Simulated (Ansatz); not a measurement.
CH3BO (Borane carbonyl): a line through the functionals

CH3BO has 6 atoms, charge 0, and is taken as a singlet. As SMILES, `[BH3-]C#[O+]`. The shape is that of a PBE0-D4/def2-TZVP optimisation.

The electronic atomisation energy y, in eV, basis def2-TZVP; a is the functional's share of exact exchange. Programs: Ansatz 0.2.0.

| functional | program | a | y (eV) |
| --- | --- | --- | --- |
| BLYP | Ansatz | 0 | 24.84 |
| revPBE | Ansatz | 0 | 24.64 |
| B3LYP | Ansatz | 0.2 | 24.66 |
| PBE0 | Ansatz | 0.25 | ? |
| BHLYP | Ansatz | 0.5 | 23.63 |

Q: Fit y = c + s·a to the known rows and predict PBE0.

A: 
1. Means of the 4 rows: a = 0.1750, y = 24.442.
2. Σ(Δa)² = 0.1675, Σ(Δa·Δy) = -0.36275, so the slope is -0.36275/0.1675 = -2.1657.
3. Intercept: 24.442 − (-2.1657) × 0.1750 = 24.821. The largest residual of the fit is 0.27.
4. PBE0: 24.821 + (-2.1657) × 0.25 = 24.28 eV.

The run gave 24.72 eV, so the prediction is off by -0.44 eV, more than the scatter of the fit. The rows mix families of semi-local functionals, which the line can't see.
